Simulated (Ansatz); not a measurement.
Rock-salt MgS was calculated with PBE (plane waves, PAW; Ansatz, a program for electronic structure).

Numerical settings: plane-wave cutoff 520 eV, 12×12×12 k mesh, Fermi–Dirac smearing 0.01 eV, scalar-relativistic PAW data made under PBE.

Response to compression and expansion:

```csv
V (Å³/atom),P (GPa),direct gap at Γ (eV),smallest gap on the k mesh (eV)
16.805,5.20,4.101,2.888
17.162,3.29,3.928,2.844
17.520,1.56,3.762,2.801
17.877,0.01,3.604,2.758
18.235,-1.40,3.454,2.715
18.593,-2.67,3.309,2.673
18.950,-3.82,3.171,2.630
```

The fundamental gap (2.76 eV at the equilibrium volume, with added k points) lies elsewhere than Γ–Γ.
